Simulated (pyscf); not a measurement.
This saddle point was located with ωB97X-D3(BJ)/def2-SVP in PySCF.

```xyz
10

C     -2.3572     0.7306     0.9304
Zn    -0.9561    -0.1454    -0.1124
S      1.1461    -1.2861     0.2741
H     -3.1772     1.0882     0.2873
H     -2.7855     0.0376     1.6734
H     -1.9590     1.5972     1.4842
H      0.7368    -1.0739    -1.3221
S     -0.3596    -0.5130    -2.4328
H      1.8387    -0.1309     0.3467
H      0.2304     0.6949    -2.5430
```
Charge 0, spin multiplicity 1.

Surface: singlet, charge 0. Lowest wavenumbers (cm⁻¹): 948i, 5, 96, 107, 219.

Question: Name the species on either side of this saddle.

Answer: H₃C–Zn–SH (SMILES [CH3][Zn][SH]) + H₂S (SMILES S) ⇌ H₃C–Zn–SH (SMILES [CH3][Zn][SH]) + H₂S (SMILES S), a four-centre exchange read from left to right: S–Zn, H–S broken and S–Zn, H–S formed. At ωB97M-D3(BJ)/def2-TZVP it lies +0.44 eV from the left side and +0.44 eV from the right (each side as separated species at their lowest minima found). On the reactant side the descent ends in a bound adduct, 0.38 eV under the separated species and 0.68 eV under the saddle at ωB97X-D3(BJ)/def2-TZVP. On the product side the descent ends in a bound adduct, 0.38 eV under the separated species and 0.68 eV under the saddle at ωB97X-D3(BJ)/def2-TZVP. At ωB97X-D3(BJ)/def2-TZVP the barrier from the zero used here is 0.30 eV. One saddle was located; it need not be the lowest between these sides. Elements up to Kr have no core potential and no relativistic terms here.
